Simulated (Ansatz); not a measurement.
What does this script print? It uses Ansatz 0.2.0, Python API.

Input file `alh5np.xyz`:
```text
8

N    -1.23890    0.31480   -0.76590
P    -0.70550    0.37650    0.92170
Al    1.05810   -1.06240    0.50880
H    -2.03520    1.01330   -0.82200
H    -0.54390    0.78040   -1.39480
H     0.08980    1.60530    0.77120
H     2.60890   -0.49120    0.49800
H     0.85880   -2.59390    0.22720
```

`alh5np_adiabatic.py`:
```python
import itertools

import ansatz as az
from ase.data import atomic_numbers, covalent_radii
import numpy as np


def main() -> None:
    geometry = az.Crystal.molecule_from_extxyz("alh5np.xyz")

    model = geometry.calculation().basis(gaussian="6-31G*").functional("r2scan")
    symbols = [site.symbol for site in geometry.cartesian_sites]
    start = np.array([site.position_ang for site in geometry.cartesian_sites], dtype=float)
    summary = model.relax(force_tolerance=0.01, max_steps=100).run(threads=1).report
    end = np.array(summary["positions_ang"])

    minimum = az.Crystal.molecule()
    for symbol, place in zip(symbols, end):
        minimum = minimum.atom(symbol, place.tolist())
    ion = minimum.calculation()
    ion = ion.basis(gaussian="6-31G*").functional("r2scan")
    ion = ion.charge(1)
    ion = ion.spin("collinear", total=1)
    vertical = ion.run(threads=1).report
    settled = ion.relax(force_tolerance=0.01, max_steps=80).run(threads=1).report
    print(f"vertical ionisation energy   {vertical['free_energy_ev'] - summary['free_energy_ev']:.3f} eV")
    print(f"adiabatic, no zero point     {settled['free_energy_ev'] - summary['free_energy_ev']:.3f} eV")
    print(f"relaxation energy of the ion {vertical['free_energy_ev'] - settled['free_energy_ev']:.3f} eV")
    ionised = np.array(settled["positions_ang"])
    radius = [covalent_radii[atomic_numbers[s]] for s in symbols]
    span = lambda where, i, j: np.linalg.norm(where[i] - where[j])
    bonded = [(i, j) for i, j in itertools.combinations(range(len(symbols)), 2) if min(span(end, i, j), span(ionised, i, j)) < 1.2 * (radius[i] + radius[j])]
    print("pair        before    after (A)")
    for i, j in bonded:
        print(f"{symbols[i]}{i}-{symbols[j]}{j}".ljust(10), f"{span(end, i, j):8.4f} {span(ionised, i, j):8.4f}")


if __name__ == "__main__":
    main()
```

```console
$ python alh5np_adiabatic.py
vertical ionisation energy   8.535 eV
adiabatic, no zero point     7.290 eV
relaxation energy of the ion 1.245 eV
pair        before    after (A)
N0-P1        1.7310   1.6686
N0-H3        1.0145   1.0169
N0-H4        1.0140   1.0173
P1-Al2       2.3103   2.4327
P1-H5        1.4365   1.4101
Al2-H6       1.5948   1.5681
Al2-H7       1.5926   1.5694
```

The energies are electronic: no zero-point or thermal terms, and the basis set is short of its limit. The product may relax into another structure. The relaxation finds the nearest minimum, so the adiabatic value is an upper bound. The whole script took 2.3 min on 1 thread of Arm Neoverse V2, with other jobs on the host, peak memory 0.28 GiB.

(Lines on the test bed's own set-up are left out of the output.)
